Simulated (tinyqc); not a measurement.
Extended Hueckel theory, for H2O-, step by step. The parameters take no account of the charge, which enters only through the electron count, and nothing here shows that the anion is bound. One step of it, computed by the program tinyqc.

Question. Mulliken analysis. P = C n C^T; charge = valence electrons (O 6, H 1) minus the sum of (P S)_ii on the atom; overlap population = 2 sum P_ij S_ij between two atoms.

coefficients:
```
              MO1        MO2        MO3       MO4        MO5        MO6
1O 2s    0.781587   0.000440  -0.192865  0.000000   0.007237   0.974852
1O 2px   0.000000   0.000000   0.000000  1.000000   0.000000   0.000000
1O 2py   0.000261   0.705608  -0.000849  0.000000   0.909133  -0.011220
1O 2pz  -0.033387   0.000398   0.937170  0.000000   0.005408   0.532251
2H 1s    0.204333   0.353661   0.106175  0.000000  -0.859000  -0.806298
3H 1s    0.205859  -0.351957   0.105841  0.000000   0.842952  -0.829050
```

occupations: 2.000000  2.000000  2.000000  2.000000  1.000000  0.000000

overlap S:
```
           1O 2s    1O 2px     1O 2py    1O 2pz     2H 1s      3H 1s
1O 2s   1.000000  0.000000   0.000000  0.000000  0.453839   0.456612
1O 2px  0.000000  1.000000   0.000000  0.000000  0.000000   0.000000
1O 2py  0.000000  0.000000   1.000000  0.000000  0.308470  -0.309876
1O 2pz  0.000000  0.000000   0.000000  1.000000  0.236976   0.237774
2H 1s   0.453839  0.000000   0.308470  0.236976  1.000000   0.219723
3H 1s   0.456612  0.000000  -0.309876  0.237774  0.219723   1.000000
```

Give: charges; Overlap populations.

Answer.

charges: 1O -1.049, 2H 0.017, 3H 0.033

Overlap populations:
```
pair      value
2-1    0.159238
3-1    0.184630
3-2   -0.380753
```
